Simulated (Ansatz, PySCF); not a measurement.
Dissociation curve of LiH, singlet.

UHF/aug-cc-pVTZ (Ansatz, a program for electronic structure); RHF/aug-cc-pVTZ (Ansatz); UKS-CAM-B3LYP = unrestricted CAM-B3LYP/aug-cc-pVTZ (Ansatz); RKS-CAM-B3LYP = Ansatz with restricted CAM-B3LYP/aug-cc-pVTZ; UKS-BLYP = unrestricted BLYP/aug-cc-pVTZ run with Ansatz; RKS-BLYP = Ansatz with restricted BLYP/aug-cc-pVTZ; UKS-PBE = unrestricted PBE/aug-cc-pVTZ (Ansatz); RKS-PBE = restricted PBE/aug-cc-pVTZ run with Ansatz; UKS-B3LYP/6-31G* = unrestricted B3LYP/6-31G*, spherical d (PySCF); RKS-B3LYP/6-31G* = restricted B3LYP/6-31G*, spherical d run with PySCF 2.14.0; UKS-BP86/6-31G* = PySCF 2.14.0 with unrestricted BP86/6-31G*, spherical d; RKS-BP86/6-31G* = restricted BP86/6-31G*, spherical d run with PySCF.

Scanned distances (Å): 1.21, 1.28, 1.35, 1.44, 1.50, 1.52, 1.60, 1.64, 1.68, 1.76, 1.87, 1.98, 2.15, 2.44, 2.64, 2.91, 3.17, 3.57, 3.94, 4.32, 4.74, 5.56, 6.33.

Question: Where does the unrestricted solution first break spin symmetry (<S²> of 0.01 or more)?

Answer: UHF: between 2.15 and 2.44 Å; UKS-CAM-B3LYP: between 2.64 and 2.91 Å; UKS-BLYP: between 2.64 and 2.91 Å; UKS-PBE: between 2.64 and 2.91 Å; UKS-B3LYP/6-31G*: between 2.64 and 2.91 Å; UKS-BP86/6-31G*: between 2.64 and 2.91 Å.

```csv
R / Å,<S²> UHF,E(RHF) − E(UHF) / eV,<S²> UKS-CAM-B3LYP,E(RKS-CAM-B3LYP) − E(UKS-CAM-B3LYP) / eV,<S²> UKS-BLYP,E(RKS-BLYP) − E(UKS-BLYP) / eV,<S²> UKS-PBE,E(RKS-PBE) − E(UKS-PBE) / eV,<S²> UKS-B3LYP/6-31G*,E(RKS-B3LYP/6-31G*) − E(UKS-B3LYP/6-31G*) / eV,<S²> UKS-BP86/6-31G*,E(RKS-BP86/6-31G*) − E(UKS-BP86/6-31G*) / eV
1.21,0.00,0.000,0.00,0.000,0.00,0.000,0.00,0.000,0.00,0.000,0.00,0.000
1.28,0.00,0.000,0.00,0.000,0.00,0.000,0.00,0.000,0.00,0.000,0.00,0.000
1.35,0.00,0.000,0.00,0.000,0.00,0.000,0.00,0.000,0.00,0.000,0.00,0.000
1.44,0.00,0.000,0.00,0.000,0.00,0.000,0.00,0.000,0.00,0.000,0.00,0.000
1.50,0.00,0.000,0.00,0.000,0.00,0.000,0.00,0.000,0.00,0.000,0.00,0.000
1.52,0.00,0.000,0.00,0.000,0.00,0.000,0.00,0.000,0.00,0.000,0.00,0.000
1.60,0.00,0.000,0.00,0.000,0.00,0.000,0.00,0.000,0.00,0.000,0.00,0.000
1.64,0.00,0.000,0.00,0.000,0.00,0.000,0.00,0.000,0.00,0.000,0.00,0.000
1.68,0.00,0.000,0.00,0.000,0.00,0.000,0.00,0.000,0.00,0.000,0.00,0.000
1.76,0.00,0.000,0.00,0.000,0.00,0.000,0.00,0.000,0.00,0.000,0.00,0.000
1.87,0.00,0.000,0.00,0.000,0.00,0.000,0.00,0.000,0.00,0.000,0.00,0.000
1.98,0.00,0.000,0.00,0.000,0.00,0.000,0.00,0.000,0.00,0.000,0.00,0.000
2.15,0.00,0.000,0.00,0.000,0.00,0.000,0.00,0.000,0.00,0.000,0.00,0.000
2.44,0.36,0.047,0.00,0.000,0.00,0.000,0.00,0.000,0.00,0.000,0.00,0.000
2.64,0.61,0.196,0.00,0.000,0.00,0.000,0.00,0.000,0.00,0.000,0.00,0.000
2.91,0.79,0.472,0.20,0.013,0.15,0.007,0.17,0.013,0.28,0.033,0.14,0.008
3.17,0.88,0.763,0.46,0.098,0.33,0.048,0.36,0.061,0.47,0.122,0.34,0.053
3.57,0.95,1.200,0.69,0.301,0.52,0.140,0.57,0.170,0.67,0.304,0.56,0.164
3.94,0.97,1.564,0.82,0.512,0.63,0.231,0.70,0.280,0.78,0.482,0.69,0.281
4.32,0.99,1.891,0.90,0.725,0.70,0.315,0.79,0.386,0.86,0.652,0.78,0.396
4.74,0.99,2.196,0.96,0.940,0.76,0.391,0.87,0.488,0.92,0.817,0.85,0.506
5.56,1.00,2.653,0.99,1.277,0.82,0.496,1.00,0.666,0.99,1.070,0.94,0.665
6.33,1.00,2.955,1.00,1.497,0.85,0.555,1.00,0.765,1.00,1.218,1.00,0.760
```
